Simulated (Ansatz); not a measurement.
Geometry optimisation, Ansatz 0.2.0, RKS B3LYP/def2-SVP.

Input:

```yaml
crystal:
  periodic: [false, false, false]
  atoms:
    - { symbol: Al, position_ang: [-0.005019, 0.23292, 0.083922] }
    - { symbol: Cl, position_ang: [-0.014296, 0.486857, 2.265963] }
    - { symbol: H, position_ang: [1.396512, 0.183851, -0.626785] }
    - { symbol: H, position_ang: [-1.408102, 0.153235, -0.628752] }
    - { symbol: H, position_ang: [0.104955, -2.427785, 0.793064] }
    - { symbol: H, position_ang: [0.069849, -1.894678, 1.277589] }
basis:
  gaussian: { orbitals: def2-SVP }
hamiltonian:
  xc: b3lyp
relax:
  f_tol: 0.03
  max_steps: 50
```

Run as:

```bash
$ ansatz run input.yaml --threads 1 --pin off --max-ram 2048MiB --backend cpu --events-out ev --progress --plain --runs-dir out
```

Problem. Where does it end, and by what steps?

Solution. The run converged. The force dipped under the threshold on the way, but the program's further checks kept it going. After 8 steps the energy has fallen by 0.141 eV; H5 moved furthest, 0.34 Å.

```
step  energy less start (eV)  largest force component (eV/Å)  accepted
   0                  0.0000                           1.250       yes
   1                 -0.0857                           0.997       yes
   2                 -0.1027                           0.511       yes
   3                 -0.1205                           0.096       yes
   4                 -0.1245                           0.064       yes
   5                 -0.1353                           0.388       yes
   6                 -0.1382                           0.236       yes
   7                 -0.1409                           0.021       yes
   8                 -0.1410                           0.022       yes
```

```xyz
6
Properties=species:S:1:pos:R:3
Al 0.003 0.149 0.214
Cl -0.016 0.812 2.234
H 1.398 0.050 -0.510
H -1.386 -0.033 -0.508
H 0.080 -2.246 0.507
H 0.066 -1.998 1.229
```

Whether the end is a true minimum wasn't checked by a vibrational analysis.

Run time: 12 s on 1 thread of Arm Neoverse V1, on a shared host, peak memory 0.11 GiB.
